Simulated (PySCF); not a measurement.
The scaffold ethynyl-X carries different groups X. All species are isolated molecules in the gas phase. One relaxed conformer stands for each flexible species; it need not be the lowest. Strings in code marks are SMILES.

The dipole moment from two functionals at the same geometries (B3LYP-D3(BJ)/def2-TZVP), both in PySCF: PBE-D3(BJ)/def2-TZVP and ωB97X-D3(BJ)/def2-TZVP. 

```json
[
 {"species": "X = H (`C#C`)", "ωB97X-D3(BJ)/def2-TZVP (D)": "0.00"},
 {"species": "X = methyl (`C#CC`)", "ωB97X-D3(BJ)/def2-TZVP (D)": "0.80"},
 {"species": "X = boryl (`BC#C`)", "ωB97X-D3(BJ)/def2-TZVP (D)": "0.91"},
 {"species": "X = selanyl (`C#C[SeH]`)", "ωB97X-D3(BJ)/def2-TZVP (D)": "0.60"},
 {"species": "X = fluoromethyl (`C(#C)CF`)", "ωB97X-D3(BJ)/def2-TZVP (D)": "1.81"},
 {"species": "X = cyanomethyl (`C#CCC#N`)", "ωB97X-D3(BJ)/def2-TZVP (D)": "3.73"}
]
```

Problem. What does PBE-D3(BJ)/def2-TZVP give for each?

Solution. 
- X = H (`C#C`): 0.00
- X = methyl (`C#CC`): 0.86
- X = boryl (`BC#C`): 1.07
- X = selanyl (`C#C[SeH]`): 0.58
- X = fluoromethyl (`C(#C)CF`): 1.67
- X = cyanomethyl (`C#CCC#N`): 3.62
Over these rows, drawn at random from the members with no instability flagged (it was tested for open shells, ions and some series alone), PBE minus ωB97X-D3(BJ): mean -0.01 D, from -0.13 D to +0.16 D.
